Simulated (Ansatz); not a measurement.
```yaml
crystal:
  periodic: [false, false, false]
  atoms:
    - {symbol: Co, position_ang: [0.000000, 0.000000, 0.000000]}
    - {symbol: H, position_ang: [0.000000, 0.000000, 1.570000]}
basis:
  gaussian: {orbitals: def2-TZVP}
hamiltonian: {xc: pbe0}
relax: {f_tol: 0.004, max_steps: 80}
```

```sh
$ ansatz run in.yaml --threads 1 --pin off --events-out ev --progress --plain --max-ram 2176MiB
```

Steps of the relaxation (energy above the last step; positions in Å, forces in eV/Å):

```
2
step 1, 62.4 meV
Co    0.000    0.000    0.000    0.000    0.000    1.132
H     0.000    0.000    1.570    0.000    0.000   -1.132
```

```
2
step 2, 8.3 meV
Co    0.000    0.000    0.033    0.000    0.000    0.456
H     0.000    0.000    1.537    0.000    0.000   -0.456
```

```
2
step 3, 0.1 meV
Co    0.000    0.000    0.053    0.000    0.000   -0.051
H     0.000    0.000    1.517    0.000    0.000    0.051
```

```
2
step 4, 0.0 meV
Co    0.000    0.000    0.051    0.000    0.000    0.000
H     0.000    0.000    1.519    0.000    0.000    0.000
```

Close pairs at the end: Co1–H2 1.468 Å.

A stationary point of restricted PBE0 after 4 steps (its stability towards spin polarisation wasn't tested). 18 s on 1 thread of Arm Neoverse N1, shared host.
